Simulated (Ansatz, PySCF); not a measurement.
This PySCF input computes a B3LYP/def2-TZVPD energy:

```python
from pyscf import gto, scf, dft

mol = gto.M(
    atom='''
    S     0.00184013    0.00030176    0.10309296
    H    -0.00752722    0.96781232   -0.82771199
    H    -0.02191490   -0.97264043   -0.82177540
    ''',
    basis='def2-tzvpd',
    charge=0,
    spin=0,
    verbose=4,
)

mf = dft.RKS(mol, xc='b3lyp').density_fit(auxbasis='def2-universal-jkfit')
mf.grids.level = 3
mf.conv_tol = 1e-9
mf.max_cycle = 100
mf.max_memory = 1500
mf.kernel()
if not mf.converged:
    mf = mf.newton()
    mf.kernel(mf.make_rdm1())
mf.analyze()
```

Task: Write an input for the same energy in Ansatz (a quantum-chemistry and plane-wave program) and say what it gives.

Result: 
Ansatz 0.2 input:
```yaml
crystal:
  periodic: [false, false, false]
  atoms:
    - {symbol: S, position_ang: [0.00184013, 0.00030176, 0.10309296]}
    - {symbol: H, position_ang: [-0.00752722, 0.96781232, -0.82771199]}
    - {symbol: H, position_ang: [-0.02191490, -0.97264043, -0.82177540]}
basis:
  gaussian:
    orbitals: def2-TZVPD
hamiltonian:
  xc: {name: B3LYP}
output: {forces: true}
```
It gives -399.42688 Eh, and PySCF -399.42691 Eh, a difference of 0.03 mEh, from the treatment of integrals and grids.
